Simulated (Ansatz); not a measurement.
Rock-salt ZrC, treated with PBE (plane waves, PAW; Ansatz, a first-principles code).

Numerical settings: plane-wave cutoff 520 eV, 16×16×16 k mesh, Fermi–Dirac smearing 0.1 eV, perturbation theory, scalar-relativistic PAW data made under PBE.

Computed at the level's own relaxed cell.

Harmonic phonon frequencies (cm⁻¹; i marks an imaginary mode):

| q point | frequencies |
|---|---|
| Γ | 0 0 0 420 420 420 |
| X | … |
| U | 201 247 257 484 528 565 |
| L | 180 180 321 512 512 652 |
| W | 237 237 243 506 506 579 |

Problem. What belongs in the gaps?

Solution. 
- X, frequencies: 206 206 258 452 452 533

No imaginary mode appears at these points.
